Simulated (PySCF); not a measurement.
Core-level binding energies of `C#C/C=N/C`

Species: C4H5N.
Cartesian coordinates in Å at the PBE0-D3(BJ)/def2-SVP level; atoms count from 1:
```xyz
10
C4H5N angstrom
C      2.7816    0.6416   -0.5750
C      1.6913    0.3085   -0.1619
C      0.4417   -0.1379    0.3774
N     -0.6750    0.3179   -0.0190
C     -1.8638   -0.1987    0.5873
H      3.7401    0.9435   -0.9559
H      0.5161   -0.9132    1.1690
H     -2.5175   -0.6199   -0.1944
H     -1.6846   -0.9734    1.3600
H     -2.4299    0.6315    1.0413
```

Method used: delta-SCF UKS SCAN, pcX-2 on the ionised atom, pcseg-1 elsewhere, spin-free X2C (PySCF). Vertical ΔSCF values, vacuum level as zero.

Q: What binding energy does each computed site have?

A: 
```
atom(s)             environment  level  binding energy (eV)  above the level's lowest (eV)  count
     N4          imine nitrogen   N 1s               404.68                           0.00      1
     C3            imine carbon   C 1s               292.35                          +1.81      1
     C5         N-methyl carbon   C 1s               291.61                          +1.07      1
     C2           alkyne carbon   C 1s               290.95                          +0.41      1
     C1  terminal alkyne carbon   C 1s               290.54                           0.00      1
```

The listed C 1s values span 1.81 eV, from C1 (bonded to C (triple bond) and H) to C3 (bonded to N (double bond), C and H). The widest gap between neighbouring values is 0.74 eV, between 291.61 and 292.35 eV. Summing the Pauling electronegativity differences to the bonded atoms, each weighted by its formal bond order, gives -0.35 for the lowest site and +0.63 for the highest; no listed site has a larger sum than the highest. The smallest sum, -0.56, belongs to C5, 1.07 eV above the lowest.

Q: What is the longest wavelength that can ionise C 1s of C5 vertically?

A: λ = hc/E = 12398.42 eV Å / 291.61 eV = 42.517 Å.

The unrestricted hole states depart most from a pure doublet (⟨S²⟩ = 0.75; over 0.85 named) for C 1s of C1 (0.87), C 1s of C2 (0.91) and C 1s of C3 (0.90), which makes these values less certain. Geometry: PBE0-D3(BJ)/def2-SVP; no solvent, vibrations or thermal averaging.
